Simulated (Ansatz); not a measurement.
Z-matrix (Å, degrees):
```
C
C 1 1.476
H 1 1.095 2 111.3
H 1 1.090 2 110.1 3 -120.1
H 1 1.095 2 111.1 3 119.7
F 2 1.362 1 113.4 3 -60.7
C 2 1.328 1 128.8 3 118.2
N 7 1.390 2 125.2 1 -174.5
H 7 1.083 2 118.3 1 0.8
H 8 1.009 7 113.4 2 -16.1
H 8 1.008 7 114.1 2 -145.1
```

Charge 0, multiplicity 1.

Task: List the PBE0/def2-TZVPP orbital energies in eV (Ansatz 0.2.0). (An estimate is asked.)

Result: The calculation gave: Occupied: -673.84, -391.41, -279.76, -278.78, -278.16, -33.68, -25.43, -21.75, -19.23, -16.30, -14.86, -14.19, -13.05, -12.83, -11.45, -11.24, -11.17, -10.32, -9.45, -5.76. Lowest empty: 1.10, 1.35, 1.73, 2.35, 3.07, 3.71, 3.86, 4.40.
